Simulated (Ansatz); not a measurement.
# CHOSi: the cost of one run

Program: Ansatz 0.2.0, Gaussian basis. Level of theory: def2-QZVPP, all electrons in the functionals, frozen cores in the correlation of double hybrids and RPA. These are calculated values, not measurements.

To be run: wB97M-V, B2PLYP, at charge 0, quartet; charge 0, doublet; charge 0, sextet; charge 1, triplet; charge 1, quintet.

## 1. The geometry

The geometry is a PBE0/def2-TZVP stationary point (not a proven minimum).

4 atoms, charge 0, spin multiplicity 4.

Atoms are counted from 1 here; the program's logs count them from 0.

Bond lengths: C1–Si2 1.820 Å, C1–H4 1.084 Å, Si2–O3 1.530 Å. Angles: Si2–C1–H4 150.6°, C1–Si2–O3 122.3°.

No dispersion term is added; wB97M-V holds VV10 nonlocal correlation.

The geometry shown and the zero of energy belong to the point charge 0, quartet. The yardstick, UCCSD(T), and other wave-function levels (R restricted, U unrestricted, valence and pair active spaces) come from earlier runs.

## 2. wB97M-V, charge 0, quartet

File in.yaml:

```yaml
crystal:
  periodic: [false, false, false]
  atoms:
    - {symbol: C, position_ang: [0.000000, -0.231556, 1.642911]}
    - {symbol: Si, position_ang: [0.000000, 0.419511, -0.056146]}
    - {symbol: O, position_ang: [0.000000, -0.495400, -1.281834]}
    - {symbol: H, position_ang: [0.000000, -1.066454, 2.334393]}
basis:
  gaussian: {orbitals: "def2-QZVPP.json"}
magnetization: {spin_polarized: true, initial_magnetization: 3}
hamiltonian: {xc: {name: wB97M-V}}
output: {orbitals: {seedname: orbitals}}
```

Run with:

```
ansatz run in.yaml --threads 1 --pin off --events-out ev --progress --plain --max-ram 2393MiB
```

What time and memory should one allow on 1 thread of Arm Neoverse V2, shared host?

About 19 s, with a peak of 0.55 GiB.
